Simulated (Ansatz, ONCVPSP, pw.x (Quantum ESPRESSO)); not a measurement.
## pw.x on bcc Ge: one setting changed

Potential: optimised norm-conserving Vanderbilt (ONCV), ONCVPSP 4.0.1.1 (patched build), LDA (Perdew-Wang 92); core [Ar], reference 3d10 4s2 4p2; waves: 4s: rc 1.65 bohr, ncon 3, nbas 7, qcut 3.7 1/bohr, 2 projectors, debl 3.6 Ha; 4p: rc 2.05 bohr, ncon 4, nbas 7, qcut 3.8 1/bohr, 2 projectors, debl 2.3 Ha; 3d: rc 1.30 bohr, ncon 3, nbas 8, qcut 11.7 1/bohr, 2 projectors, debl 2.2 Ha; local part: polynomial inside 1.10 bohr (lpopt 4, dvloc0 6 Ha); core correction: Teter function, fcfact 3.5, rcfact 1.7.

The reference run (k-mesh 14³, cutoffs 145/580 Ry, Fermi–Dirac 0.01 Ry, mixing_beta 0.4, conv_thr 1e-9, no spin) gives -0.18 GPa at 17.893 Å³/atom, where all-electron LAPW gives -0.10 GPa. This run, with its own iteration cap, changes k-mesh shift to 1.

```
&control
  calculation='scf', prefix='x', pseudo_dir='./', outdir='./tmp', tstress=.true., disk_io='none'
/
&system
  ibrav=0, nat=1, ntyp=1, ecutwfc=145, ecutrho=580, nbnd=15,
  occupations='smearing', smearing='fd', degauss=0.01
/
&electrons
  conv_thr=1e-09, mixing_beta=0.4, electron_maxstep=70
/
ATOMIC_SPECIES
Ge 1.0 Ge.UPF
CELL_PARAMETERS angstrom
  -1.64768577 1.64768577 1.64768577
  1.64768577 -1.64768577 1.64768577
  1.64768577 1.64768577 -1.64768577
ATOMIC_POSITIONS crystal
Ge 0.0000 0.0000 0.0000
K_POINTS automatic
14 14 14 1 1 1
```

```bash
pw.x < Ge.scf.in > Ge.scf.out
```

Q: How does the run end?

A: It converges in 7 iterations; the free energy moves by +5.1 meV/atom and the pressure by +0.21 GPa.

```
Message from routine setup:
     using ibrav=0 with symmetry is DISCOURAGED, use correct ibrav instead
     lattice parameter (alat)  =       5.3930  a.u.
     unit-cell volume          =     120.7479 (a.u.)^3
     number of electrons       =        14.00
     number of Kohn-Sham states=           15
     kinetic-energy cutoff     =     145.0000  Ry
     charge density cutoff     =     580.0000  Ry
     scf convergence threshold =      1.0E-09
     Exchange-correlation= SLA  PW   NOGX NOGC
     number of k points=   100  Fermi-Dirac smearing, width (Ry)=  0.0100
     iteration #  1     ecut=   145.00 Ry     beta= 0.40
     total energy              =    -202.54346121 Ry
     estimated scf accuracy    <       0.00273754 Ry
     iteration #  2     ecut=   145.00 Ry     beta= 0.40
     total energy              =    -202.54347330 Ry
     estimated scf accuracy    <       0.00046619 Ry
     iteration #  3     ecut=   145.00 Ry     beta= 0.40
     total energy              =    -202.54352112 Ry
     estimated scf accuracy    <       0.00004039 Ry
     iteration #  4     ecut=   145.00 Ry     beta= 0.40
     total energy              =    -202.54352466 Ry
     estimated scf accuracy    <       0.00000123 Ry
     iteration #  5     ecut=   145.00 Ry     beta= 0.40
     total energy              =    -202.54352492 Ry
     estimated scf accuracy    <       0.00000012 Ry
     iteration #  6     ecut=   145.00 Ry     beta= 0.40
     total energy              =    -202.54352493 Ry
     estimated scf accuracy    <          2.8E-09 Ry
     iteration #  7     ecut=   145.00 Ry     beta= 0.40
     the Fermi energy is    11.7604 ev
!    total energy              =    -202.54352493 Ry
     estimated scf accuracy    <          1.8E-10 Ry
     smearing contrib. (-TS)   =      -0.00205257 Ry
     The total energy is F=E-TS. E is the sum of the following terms:
     one-electron contribution =     -91.29996252 Ry
     hartree contribution      =      59.01305688 Ry
     xc contribution           =     -55.71310177 Ry
     ewald contribution        =    -114.54146494 Ry
     convergence has been achieved in   7 iterations
          total   stress  (Ry/bohr**3)                   (kbar)     P=        0.30
     Message from routine punch:
     Nothing written, as per user request (disk_io='none')
```

The run took about 2.6 min on one core of a shared host (Neoverse-N1, 64 threads, 124 GiB, load 57).
